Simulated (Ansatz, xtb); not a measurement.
Relaxing a trial structure of AlH3Si2+

The starting geometry of this gas-phase doublet has its atoms placed at random.

```
atom    x (Å)    y (Å)    z (Å)
  Al   0.8666   0.2334   0.8155
  Si  -1.5110  -0.7107   0.0491
  Si   0.3123  -1.3439  -0.2976
   H   1.3970  -0.2232  -0.9726
   H   0.7753   1.0957  -0.7669
   H  -1.4464   0.4852   0.5700
```

**Question.** Guess where an optimisation with r2SCAN-D4/def2-SVP ends from this start.

**Answer.** It ends as a structure with H4 bridging Al1 and Si3, H6 bridging Si2 and Al1, given below by its coordinates. Distances that change by over a tenth: Al1–Si3 (2.01 → 2.49 Å), Al1–H5 (1.80 → 1.56 Å), Si2–Si3 (1.96 → 2.37 Å), Si2–H6 (1.31 → 1.67 Å). Contacts that close: Al1–Si2 (2.67 → 2.56 Å), Al1–H4 (1.92 → 1.85 Å), Al1–H6 (2.34 → 1.79 Å).

The energy falls by 5.02 eV over 14 steps:

```
step  E − E(last) (eV)
   1             5.017
   2             2.588
   4             1.167
   5             0.807
   7             0.209
   8             0.082
  10             0.014
  11             0.002
  13             0.000
  14             0.000
```

Final geometry (Å):

```xyz
6

Al    0.4952    0.5587    0.1760
Si   -1.5039   -0.9382    0.7566
Si    0.3343   -1.8481   -0.4232
H     1.1402   -0.6125   -1.0964
H     1.1757    1.9639    0.1714
H    -1.2477    0.4127   -0.1868
```

From the same start GFN2-xTB ends elsewhere, differing in Al1–H4 (2.27 against 1.85 Å here), Al1–H6 (3.81 against 1.79 Å here).

From so rough a start the end depends on the optimiser's path, so another program may land elsewhere. No frequencies were run, so the end isn't proven a minimum. Open shells are spin-unrestricted. Run with Ansatz 0.2.0, 2.8 min on 1 thread of Arm Neoverse V1, on a shared host.
